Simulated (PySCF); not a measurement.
Predicted microwave data (PySCF 2.14.0, PBE0-D3(BJ)/def2-SVP geometry optimisation, gas phase) for one isomer of C3H6OS:

```
Rotational constants : A = 6386, B = 3526, C = 2727 MHz
Dipole components    : |μa| = 0.25 D, |μb| = 3.61 D, |μc| = 0.39 D
Inertial defect      : -37.16 u·Å²
κ                    : -0.56
```

Task: Which candidate fits, each taken in the one conformer that was computed?
A. `[CH2:1]=[CH:2][S@@:3]([CH3:4])=[O:5]` with C1–C2–S3–C4 -117°
B. `[CH3:1][O:2][C@H:3]1[CH2:4][S:5]1` with C1–O2–C3–C4 -153°
C. `[CH3:1][C:2](=[O:3])[CH2:4][SH:5]` with C1–C2–C4–S5 -77°, C2–C4–S5–H -61°
D. `[CH3:1][S:2][CH2:3][CH:4]=[O:5]` with C1–S2–C3–C4 72°, S2–C3–C4–O5 -100°
E. `[O:1]=[S:2]1[CH2:3][CH2:4][CH2:5]1` with O1–S2–C3–C4 131°, S2–C3–C4–C5 -27°, C3–C4–C5–S2 27°, O1–S2–C5–C4 -131°
F. `[CH3:1][C:2](=[S:3])[CH2:4][OH:5]` with C1–C2–C4–O5 175°, C2–C4–O5–H 5°

Result: A. It is C=C[S@@](C)=O, an asymmetric top, point group C1. The candidates at the same level (rigid rotor, commonest isotopes):

| SMILES | A (MHz) | B (MHz) | C (MHz) | μa (D) | μb (D) | μc (D) | Δ (u·Å²) | point group | rotor |
| --- | --- | --- | --- | --- | --- | --- | --- | --- | --- |
| O=S1CCC1 | 8770 | 3548 | 2978 | 3.97 | 0.00 | 0.72 | -30.35 | Cs | asymmetric top |
| CSCC=O | 6941 | 2806 | 2227 | 0.98 | 0.86 | 0.53 | -25.93 | C1 | asymmetric top |
| CC(=S)CO | 4980 | 3671 | 2171 | 1.46 | 2.45 | 0.01 | -6.42 | – | asymmetric top |
| CC(=O)CS | 7106 | 2459 | 2132 | 0.37 | 1.33 | 1.01 | -39.55 | C1 | asymmetric top |
| CO[C@H]1CS1 | 8638 | 2917 | 2376 | 1.14 | 0.67 | 0.94 | -19.05 | C1 | asymmetric top |
| C=C[S@@](C)=O | 6386 | 3526 | 2727 | 0.25 | 3.61 | 0.39 | -37.16 | C1 | asymmetric top |

`O=S1CCC1` has A 37 % too high; `CO[C@H]1CS1` has A 35 % too high; `CC(=O)CS` has B 30 % too low; `CSCC=O` has B 20 % too low; `CC(=S)CO` has A 22 % too low. No structure here is proved a minimum.
